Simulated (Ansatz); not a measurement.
HF ··· SiNH5

The pair of HF (SMILES F, atoms 1–2) and SiNH5 (SMILES [SiH3]N, atoms 3–9), both closed shells, in one local arrangement (a lower one may exist), relaxed at PBE0-D4/def2-TZVP:

```
9
angstrom
F -0.7625 -0.4476 -3.1789
H -0.2899 -0.5302 -2.3829
Si -0.2325 0.2326 0.2684
N 0.6400 0.1036 1.7331
H -1.5915 -0.3243 0.4644
H -0.2671 1.6534 -0.1503
H 0.3749 -0.5320 -0.8815
H 1.5122 0.5911 1.8558
H 0.6166 -0.7466 2.2717
```

Program: Ansatz 0.2.0. Basis: def2-TZVPPD, with def2-QZVPPD for the basis limit. Cores are frozen in the correlated methods. B3LYP uses VWN-RPA correlation. Extrapolation: Hartree–Fock as exp(−7.88 √X), correlation as X^−2.97. Interaction energies count from these two fragments, frozen as in the pair, with the counterpoise correction; negative means bound.

Task: What is the interaction energy by CCSD(T) at an estimated basis limit (MP2 extrapolated from triple and quadruple zeta, plus CCSD(T) − MP2 in triple zeta)? (To be estimated.)

Result: By the calculation: -2.49 kcal/mol. Hartree–Fock alone gives -0.55 kcal/mol at the basis limit. It counts from the two fragments frozen as in the pair.

The same quantity by other methods in triple zeta, and each one's difference from that estimate:
| method | E_int (kcal/mol) | difference |
| --- | --- | --- |
| PBE-D4 | -3.76 | -1.27 |
| revPBE-D4 | -2.87 | -0.38 |
| BLYP-D4 | -3.18 | -0.69 |
| r2SCAN-D4 | -3.28 | -0.79 |
| B97M-V | -3.13 | -0.64 |
| PBE0-D4 | -3.22 | -0.73 |
| B3LYP-D4 | -3.07 | -0.58 |
| HSE06-D4 | -3.23 | -0.74 |
| wB97X-V | -2.68 | -0.19 |
| wB97M-V | -2.67 | -0.17 |
| B2PLYP | -2.42 | 0.07 |
| HF | -0.55 | 1.95 |
| MP2 | -2.23 | 0.26 |
| CCSD | -1.96 | 0.53 |
| CCSD(T) | -2.28 | 0.21 |
Differences are method less estimate.

Task: Which atoms make the shortest contact between the fragments?

Result: H2 and H7, 1.64 Å apart.

Energy to bend the free fragments (PBE0-D4 minima) into their shapes in the pair, CCSD(T)/def2-TZVPPD: HF 0.07 kcal/mol; SiNH5 0.30 kcal/mol. This must be added to the interaction energy to get the binding energy from relaxed fragments.

Basis-set superposition shift (counterpoise-corrected less uncorrected): CCSD(T) 0.40; MP2 0.40; HF 0.05; PBE0-D4 0.06; wB97M-V 0.06 kcal/mol.

The T1 diagnostic stays at or below 0.011.

For scale, one of the runs: CCSD(T)/def2-TZVPPD, 227 basis functions, launched by `ansatz run in.yaml --threads 4 --pin off --events-out ev --progress --plain --max-ram 9574MiB`. Hardware: 4 CPU threads of an Arm Neoverse V2, shared host. Wall time 49 s; peak host memory 3.8 GiB.
